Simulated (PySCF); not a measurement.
Excitations are Tamm–Dancoff values on a coarser integration grid. The basis has no diffuse functions, so Rydberg states are missing or too high.

# C$_{5}$H$_{5}$N, SMILES `c1ccncc1` (charge 0, multiplicity 1)

Computed with PBE0-D3(BJ)/def2-TZVP // PBE0-D3(BJ)/def2-SVP run with PySCF.

The HOMO is -7.40 eV and the dipole moment is 2.21 D. The HOMO–LUMO gap is 6.57 eV and the LUMO is -0.83 eV. The S1 excitation (TDA) is 4.90 eV, the S1 oscillator strength comes out as 0.005 and the T1 excitation (TDA) comes out as 4.14 eV. The S1–T1 gap (TDA) comes out as 0.76 eV and the vertical ionisation energy (Delta-SCF) comes out as 9.45 eV. The total energy is -248.0838 Ha and the cost is about 4 core-minutes (a rough figure).

```xyz
11

C      0.0880     1.1893    -0.0205
C     -1.1584     0.5681    -0.0174
C     -1.2033    -0.8263     0.0070
N     -0.1180    -1.5958     0.0275
C      1.0687    -0.9940     0.0244
C      1.2294     0.3918     0.0009
H      0.1686     2.2793    -0.0393
H     -2.0821     1.1509    -0.0336
H     -2.1689    -1.3461     0.0100
H      1.9473    -1.6500     0.0416
H      2.2288     0.8327    -0.0006
```
